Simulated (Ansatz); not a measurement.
in.yaml

```yaml
crystal:
  periodic: [false, false, false]
  atoms:
    - {symbol: Ga, position_ang: [0.000000, 0.000000, 3.084457]}
    - {symbol: Be, position_ang: [0.000000, 0.000000, -0.862543]}
    - {symbol: H, position_ang: [0.000000, 0.000000, -2.221913]}
basis:
  gaussian: {orbitals: cc-pVDZ}
magnetization: {spin_polarized: false}
correlation: {method: ccsd_t, electrons: outside_noble_gas, diis_vectors: 4}
accuracy: high
scf: {lower_state_search: full}
```

```sh
$ ansatz run in.yaml --threads 1 --pin off --events-out ev --progress --plain --max-ram 2393MiB
```

Output:

```
865 factors; integrals over basis functions are off by at most 4.4e-9 eV
mean field evaluation 1: about -52742.8428 eV, gradient 1.1e1 eV
mean field evaluation 2: about -52742.9002 eV, gradient 1.1e1 eV
mean field evaluation 4: about -52744.4862 eV, gradient 1.5e0 eV
mean field evaluation 8: about -52744.5122 eV, gradient 2.1e-3 eV
mean field evaluation 16: about -52744.2803 eV, gradient 4.1e0 eV
mean field evaluation 32: about -52740.6101 eV, gradient 3.3e0 eV
mean field evaluation 64: about -52740.5209 eV, gradient 5.5e-1 eV
mean field -52744.51220045 eV, -1938.3250718523 hartree, gradient 7.3e-9 eV, S^2 0.000000; 1 other end points of the search recorded, 0 dependent functions left out; unrestricted orbitals would lower it
15 core orbitals not correlated: weight in the atoms' cores, before any rotation towards them, 1.000 or more for the frozen orbitals, at most 0.000 for the correlated occupied ones
reference -52744.51220045 eV, -1938.3250718523 hartree; 3, 3 occupied and 28, 28 virtual orbitals, 865 factors
second order -2.20450734 eV of doubles, -0.00000000 eV of singles
cycle   1  -2.76738080 eV  change   -5.6e-1 eV  update   9.8e-2
cycle   2  -3.12520215 eV  change   -3.6e-1 eV  update   5.2e-2
cycle   3  -3.14322667 eV  change   -1.8e-2 eV  update   1.9e-2
...
cycle  22  -3.15220460 eV  change    4.2e-7 eV  update   2.2e-7
cycle  23  -3.15220433 eV  change    2.7e-7 eV  update   1.1e-7
cycle  24  -3.15220429 eV  change    4.5e-8 eV  update   4.5e-8
cycle  25  -3.15220429 eV  change  -3.2e-11 eV  update   1.8e-8
cycle  26  -3.15220430 eV  change   -7.4e-9 eV  update   6.8e-9
cycle  27  -3.15220430 eV  change   -3.6e-9 eV  update   3.7e-9
cycle  28  -3.15220430 eV  change   -1.2e-9 eV  update   1.8e-9
cycle  29  -3.15220430 eV  change   1.7e-10 eV  update  8.9e-10
cycle  30  -3.15220430 eV  change   4.3e-10 eV  update  4.9e-10
cycle  31  -3.15220430 eV  change   3.7e-10 eV  update  2.8e-10
perturbative correction -0.10955064 eV, -0.0040259119 hartree
Total energy: -52747.77395540 eV, -1938.4449391356 hartree
```

Ran on 1 thread of Arm Neoverse V1, shared host: 1.5 s wall, 0.1 GiB peak host memory.
